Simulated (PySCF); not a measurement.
# How the numerical set-up moves the result for CH

The method stays; parts of the set-up, such as the basis or the Hamiltonian, are changed.

The runs use PySCF 2.14.0; each script names its method and basis.

2 further runs of the same task are left out: 2 that didn't finish.

**1. The system as given**

CH: 2 atoms, charge 0, spin multiplicity 2.

Bond lengths: H1–C2 1.030 Å.

**2. The base run**

Contents of input.py:

```python
from pyscf import gto, dft

mol = gto.M(
    atom='H 0 0 0; C 0 0 1.03',
    basis='6-311++g**',
    charge=0,
    spin=1,
    verbose=3,
)
mf = dft.ROKS(mol, xc='hcth407')
mf.kernel()
mf.dip_moment()
print('orbital energies (hartree):', mf.mo_energy[..., max(0, mol.nelec[1]-3):mol.nelec[0]+3].round(4))
```

Started as:

```
$ OMP_NUM_THREADS=1 python input.py
```

The log of this run is left out.

Base result: E(SCF) = -38.473980 Eh, μ = 1.70 D.

The bond length is a typed value, not an optimised one.

**3. Spin-free X2C on**

Variant 1 changes spin-free X2C: off → on.

Contents of input.py:

```python
from pyscf import gto, dft

mol = gto.M(
    atom='H 0 0 0; C 0 0 1.03',
    basis='6-311++g**',
    charge=0,
    spin=1,
    verbose=3,
)
mf = dft.ROKS(mol, xc='hcth407')
mf = mf.sfx2c1e()
mf.kernel()
mf.dip_moment()
print('orbital energies (hartree):', mf.mo_energy[..., max(0, mol.nelec[1]-3):mol.nelec[0]+3].round(4))
```

Started as:

```
$ OMP_NUM_THREADS=1 python input.py
```

**4. 6-31+g***

Variant 2 changes basis set: 6-311++g** → 6-31+g*.

input.py, as its differences from that of step 2:

```diff
@@ -4,3 +4,3 @@
     atom='H 0 0 0; C 0 0 1.03',
-    basis='6-311++g**',
+    basis='6-31+g*',
     charge=0,
```

**5. Cc-pvdz**

Variant 3 changes basis set: 6-311++g** → cc-pvdz.

input.py, as its differences from that of step 2:

```diff
@@ -4,3 +4,3 @@
     atom='H 0 0 0; C 0 0 1.03',
-    basis='6-311++g**',
+    basis='cc-pvdz',
     charge=0,
```

**6. Def2-svp**

Variant 4 changes basis set: 6-311++g** → def2-svp.

input.py, as its differences from that of step 2:

```diff
@@ -4,3 +4,3 @@
     atom='H 0 0 0; C 0 0 1.03',
-    basis='6-311++g**',
+    basis='def2-svp',
     charge=0,
```

What does the calculation give? Wanted: for each run, E(SCF); from base; SCF dipole.

As calculated:

```tsv
run	E(SCF) (hartree)	from base (eV)	SCF dipole (D)	functions
base	-38.473980	0	1.70	29
spin-free X2C on	-38.488414	-0.3928	1.69	29
6-31+g*	-38.464701	+0.2525	1.77	20
cc-pvdz	-38.463457	+0.2863	1.56	19
def2-svp	-38.428788	+1.2297	1.62	19
```

The largest comparable shift of the SCF energy, +1.230 eV, comes with the run “def2-svp”. Scalar relativity lowers the total energy by 0.39 eV, nearly all of it in the inner shells; a basis contracted without relativity catches only part of it. 6-31+g* (20 functions) gives an energy 0.25 eV higher than 6-311++g** (29). cc-pvdz (19 functions) gives an energy 0.29 eV higher than 6-311++g** (29). def2-svp (19 functions) gives an energy 1.23 eV higher than 6-311++g** (29).
